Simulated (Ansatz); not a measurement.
# CHOSi (doublet): wave-function methods side by side at a displaced geometry (v1), cc-pVDZ

One table from this session's results is given with a row withheld; the runs are named, their logs left out.

Method: cc-pVDZ, core rule «outside noble gas», up to 7 orbitals frozen; program: Ansatz 0.2.0, Gaussian basis.

Plan: UHF; CCSD(T) on ROHF; CCSD(T) on UHF; BCCD(T) on ROHF; CISD as a restricted active space (open shells left free, so some higher excitations enter); CCSDT(Q) on ROHF; CCSDT(Q) on UHF; CASSCF and MRCISD+Q, 9 electrons in 9 orbitals; CASSCF and NEVPT2, 9 electrons in 9 orbitals.

23 further runs of the same task are left out: 11 that didn't finish, 12 set aside as unsound or not needed. Runs told in other sessions of the task aren't counted.

**The system**

The geometry is a PBE0/def2-TZVP stationary point (not a proven minimum) with its atoms shifted at random (size 0.040 Å).

4 atoms, charge 0, spin multiplicity 2.

Atoms are counted from 1 here; the program's logs count them from 0.

Bond lengths: C1–O2 1.137 Å, Si3–H4 1.475 Å.

The first run:

Input file in.yaml:

```yaml
crystal:
  periodic: [false, false, false]
  atoms:
    - {symbol: C, position_ang: [-0.021965, -0.040381, 2.184823]}
    - {symbol: O, position_ang: [-0.022798, 0.032278, 1.050099]}
    - {symbol: Si, position_ang: [0.025166, -0.051505, -1.486841]}
    - {symbol: H, position_ang: [-0.077611, 1.403979, -1.273406]}
basis:
  gaussian: {orbitals: cc-pVDZ}
magnetization: {spin_polarized: true, initial_magnetization: 1}
hamiltonian: {xc: hf}
output: {orbitals: {seedname: orbitals}}
```

Command:

```sh
$ ansatz run in.yaml --threads 1 --pin off --events-out ev --progress --plain --max-ram 2393MiB
```

Among the steps run: UHF; CCSD(T) on ROHF; CCSD(T) on UHF; BCCD(T) on ROHF; CISD as a restricted active space (open shells left free, so some higher excitations enter); CCSDT(Q) on ROHF; CCSDT(Q) on UHF; CASSCF and MRCISD+Q, 9 electrons in 9 orbitals; CASSCF and NEVPT2, 9 electrons in 9 orbitals.

One of the session's tables, all rows but one given; the rest of the session is left out.

```
           method  from UCCSDT(Q) (meV)
             ROHF              +11034.8
              UHF              +10916.9
             RMP2               +1234.3
             UMP2               +1249.1
             CISD               +1587.7
            RCCSD                +417.9
            UCCSD                +414.7
         RCCSD(T)                 +58.8
         UCCSD(T)                 +58.3
          BCCD(T)                 +55.4
           RCCSDT                 +32.8
           UCCSDT                 +32.6
        RCCSDT(Q)                     ?
        UCCSDT(Q)                     0
  CASSCF frontier               +6929.7
  MRCISD frontier                +718.3
MRCISD+Q frontier                 +66.2
```

**Question.** Estimate the row for RCCSDT(Q).

**Answer.** from UCCSDT(Q) (meV): +5.0. In the column «from UCCSDT(Q) (meV)» it lies between UCCSDT(Q) (0) and UCCSDT (+32.6).

Not comparable, so not listed: CASSCF and NEVPT2, 9 electrons in 9 orbitals (they don't share determinant, frozen orbitals or solution with the rows shown, or repeat one).

Caveats from the session: Restricted and unrestricted rows rest on different reference determinants; a gap between their highest levels can come from leftover correlation error, from unlike frozen cores or from another state. Warnings in the runs' records: passed over end.
